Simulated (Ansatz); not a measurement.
**BH3NSi radical (SMILES B1[N][SiH2]1): single points off equilibrium**

The task here is to estimate one member of a computed series from the others.

Computed with Ansatz 0.2.0, Gaussian basis. Level: single points in def2-TZVPP.

Correlated methods freeze the cores. Orbitals are unrestricted.

### The system as given

SMILES `B1[N][SiH2]1`, 6 atoms, charge 0, spin multiplicity 2.

Atoms are counted from 1 here; the program's logs count them from 0.

Bond lengths: B1–N2 1.336 Å, B1–Si3 2.018 Å, B1–H4 1.112 Å, N2–Si3 1.706 Å, Si3–H5 1.434 Å, Si3–H6 1.329 Å. Angles: N2–B1–Si3 56.9°, N2–B1–H4 143.2°, Si3–B1–H4 158.9°, B1–N2–Si3 82.2°, B1–Si3–N2 41.0°, B1–Si3–H5 124.5°, B1–Si3–H6 123.1°, N2–Si3–H5 117.2°, N2–Si3–H6 117.5°, H5–Si3–H6 111.9°.

Geometry (Å):

```xyz
6
BH3NSi
B    -0.7306   -0.9727   -0.2944
N     0.6014   -0.9696   -0.1951
Si    0.3317    0.6562    0.2447
H    -1.5968   -1.5790   -0.6393
H     0.7903    1.6654   -0.6653
H     0.5504    0.9941    1.5111
```

Set-up of the first run:

run/in.yaml reads:

```yaml
crystal:
  periodic: [false, false, false]
  atoms:
    - {symbol: B, position_ang: [-0.730600, -0.972700, -0.294400]}
    - {symbol: N, position_ang: [0.601400, -0.969600, -0.195100]}
    - {symbol: Si, position_ang: [0.331700, 0.656200, 0.244700]}
    - {symbol: H, position_ang: [-1.596800, -1.579000, -0.639300]}
    - {symbol: H, position_ang: [0.790300, 1.665400, -0.665300]}
    - {symbol: H, position_ang: [0.550400, 0.994100, 1.511100]}
basis:
  gaussian: {orbitals: def2-TZVPP}
magnetization: {spin_polarized: true, initial_magnetization: 1}
correlation: {method: ccsd_t}
scf: {omitted_lower_state_checks: [cluster_reference]}
output: {forces: true}
```

No record of the launch command was kept for these runs.

Steps of the session up to this table: CCSD(T)/def2-TZVPP; PBE0-D4/def2-TZVPP; wB97M-V/def2-TZVPP; r2SCAN-D4/def2-TZVPP; PBE-D4/def2-TZVPP; HSE06-D4/def2-TZVPP; B97M-V/def2-TZVPP.

One of the session's tables, all rows but one given; the rest of the session is left out.

```
   method  RMS force component (eV/Å)  angle to CCSD(T) forces (°)  dipole (D)
  CCSD(T)                       1.336                    reference        1.66
  PBE0-D4                           ?                            ?           ?
  wB97M-V                       1.397                         10.4        1.77
r2SCAN-D4                       1.418                          6.8        1.61
   PBE-D4                       1.420                          4.0        1.55
 HSE06-D4                       1.463                          8.9        1.68
   B97M-V                       1.384                         10.3        1.53
```

Q: Estimate the row for PBE0-D4 from the others.

The run gave: RMS force component (eV/Å): 1.465; angle to CCSD(T) forces (°): 9.1; dipole (D): 1.69. In the column «RMS force component (eV/Å)» it is the highest.
